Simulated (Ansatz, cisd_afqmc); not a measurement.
Species: AlCl2, charge 0, doublet. AlCl2 (SMILES [Cl][Al][Cl], doublet).
B3LYP-D3(BJ)/def2-TZVP minimum from Ansatz (a first-principles code):
```xyz
3

Al    -0.0038     0.7767     0.0269
Cl     1.8221    -0.2876    -0.0212
Cl    -1.8191    -0.3063     0.0006
```
Charge 0, spin multiplicity 2.

Total energies in cc-pV(D+d)Z, 17 correlated electrons, 15 frozen orbitals. Open shells are spin-unrestricted; no spin-orbit coupling. Correlated methods leave the cores frozen. No relativity. AFQMC is phaseless with a CISD trial state; ± is one standard error, without the phaseless bias. Outlying blocks are dropped, and bars are widened where a walk drifts. Over all cases where full CI ran beside it in this data, AFQMC minus full CI had a median of +0.1 mEh and passed +0.4 mEh in a tenth of the cases.

```json
[
 {"method": "HF", "program": "Ansatz", "energy (Eh)": "-1161.05177", "minus CCSDT(Q) (mEh)": "351.38"},
 {"method": "MP2", "program": "Ansatz", "energy (Eh)": "-1161.36388", "minus CCSDT(Q) (mEh)": "39.27"},
 {"method": "CCSD", "program": "Ansatz", "energy (Eh)": "-1161.39311", "minus CCSDT(Q) (mEh)": "10.04"},
 {"method": "CCSD(T)", "program": "Ansatz", "energy (Eh)": "-1161.40147", "minus CCSDT(Q) (mEh)": "1.68"},
 {"method": "CCSDT(Q)", "program": "Ansatz", "energy (Eh)": "-1161.40315", "minus CCSDT(Q) (mEh)": "0.00"},
 {"method": "AFQMC/CISD", "program": "cisd_afqmc", "energy (Eh)": "-1161.4033 ± 0.0004", "minus CCSDT(Q) (mEh)": "-0.2 ± 0.4"}
]
```

Rough core times of Ansatz's runs on a shared machine: CCSD(T) under 20 s, CCSDT(Q) 4 min.
